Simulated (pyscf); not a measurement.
H₂B–AsH₂ + water (H₂O) → HO–BH–AsH₂ + hydrogen (H₂), a four-centre exchange (singlet surface; B–H, H–O broken, B–O, H–H formed). Optimised with ωB97X-D3(BJ)/def2-SVP in PySCF. Energies in kcal/mol from the separated reactants.

Small-basis levels: PySCF, no dispersion term, spherical d functions. AM1 to PM7: differences of heats of formation from MOPAC, which are fitted to 298 K values and so differ in kind from electronic energies by zero-point and thermal terms. GFN2-xTB: tblite. Cost: rough CPU time at the saddle relative to B3LYP/6-31G*+LANL2DZ, from one job on a shared machine.

```csv
level,barrier,reaction energy,cost
HF/STO-3G,34.1,-38.9,0.09
HF/3-21G,…,-34.1,0.1
HF/6-31G*+LANL2DZ,35.1,-26.7,0.1
BP86/6-31G*+LANL2DZ,…,-34.3,2
B3LYP/STO-3G,0.8,-55.0,0.7
B3LYP/LANL2DZ,19.5,-27.4,0.8
B3LYP/6-311+G**+LANL2DZ,18.3,-25.3,2
B3LYP/def2-SVP,7.4,-34.2,2
GFN2-xTB,20.3,-21.6,under 0.02
AM1,15.7,-41.5,under 0.02
PM6,-32.2,-78.9,under 0.02
PM7,-0.7,-55.0,under 0.02
ωB97M-D3(BJ)/def2-TZVP,…,-28.8,–
```

Problem. Fill in the missing entries.

Solution. 
- HF/3-21G, barrier: 24.7
- BP86/6-31G*+LANL2DZ, barrier: 5.8
- ωB97M-D3(BJ)/def2-TZVP, barrier: 11.5

Against the last row the barrier runs from -43.7 (PM6) to +23.6 kcal/mol (HF/6-31G*+LANL2DZ). At PM6, PM7 this geometry lies under one side, so the entry may be no barrier of that level: it is a single point on another level's saddle. ωB97M-D3(BJ)/def2-TZVP has limits of its own. On the reactant side the descent ends in an adduct with a B–O contact, 15.0 kcal/mol under the separated species and 27.1 kcal/mol under the saddle at ωB97X-D3(BJ)/def2-TZVP. What is counted as formed (B–O) is already present as a longer contact in the reactant adduct; forming that adduct is a step of its own. At the saddle there is also a short B–H contact that neither side keeps. This is the saddle that the search found; another between the same sides may lie lower. In the def2 sets elements up to Kr have no core potential.
